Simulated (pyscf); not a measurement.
Single points on ωB97X-D3(BJ)/def2-SVP structures (PySCF, gas phase).

Problem. What is the homolytic dissociation enthalpy (298 K, ωB97M-D3(BJ)/def2-TZVP) of the Ge–Si bond of H₃Si–GeH₂–SiH₃, to SiH₃• + H₃Si–GeH₂•?

Solution. Ge–Si to SiH₃• + H₃Si–GeH₂•: 3.07 eV. The 7 functionals that were run give +2.83 (M06-2X) to +3.35 eV (ωB97X-D3(BJ)). Other isomers of H₃Si–GeH₂• were not searched in full and may lie lower. Elements up to Kr have no core potential and no relativistic terms here.
